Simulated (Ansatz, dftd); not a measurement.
Reaction: CH6OSi (methoxysilane, SMILES [SiH3]OC) → SiH3 (SMILES [SiH3], doublet) + CH3O (SMILES C[O], doublet) (the O-Si bond breaks)
Each species at its own B3LYP-D3(BJ)/def2-TZVP minimum (Ansatz, an electronic-structure program).

Wanted: bond dissociation energy (electronic), in kJ/mol. Radicals and triplets start from unrestricted determinants; spin-orbit coupling is neglected. Correlated methods leave the cores frozen. Rows without X2C or -DK are non-relativistic. CBS(X,Y): correlation extrapolated as X^-3, Hartree-Fock from the larger set. A bracket is a step between two methods taken in the basis named. Functionals run without relativity, which enters their misses. Double hybrids freeze cores in their MP2 part. '+ core + X2C': CCSD(T) terms for core correlation (cc-pwCVTZ, 1s frozen past Ne) and scalar relativity (cc-pVTZ-DK).

```csv
level,program,bond dissociation energy (kJ/mol),difference against the last row
HF/cc-pV(T+d)Z,Ansatz,353.0,-135.5
B3LYP/def2-TZVPD,Ansatz,445.3,-43.2
PBE0/def2-TZVPD,Ansatz,445.4,-43.1
B2PLYP-D3(BJ)/def2-TZVPD,Ansatz + dftd3,472.3,-16.2
B2GP-PLYP-D4/def2-TZVPD,Ansatz + dftd4,477.3,-11.2
MP2/cc-pV(D+d)Z,Ansatz,467.8,-20.7
"MP2/CBS(cc-pV(T+d)Z,cc-pV(Q+d)Z)",Ansatz,528.1,39.6
CCSDT(Q)/cc-pV(D+d)Z,Ansatz,433.8,-54.7
"CCSD(T)/CBS(cc-pV(T+d)Z,cc-pV(Q+d)Z) + [CCSDT(Q) - CCSD(T)]/cc-pV(D+d)Z + core + X2C",Ansatz,488.5,0.0
```
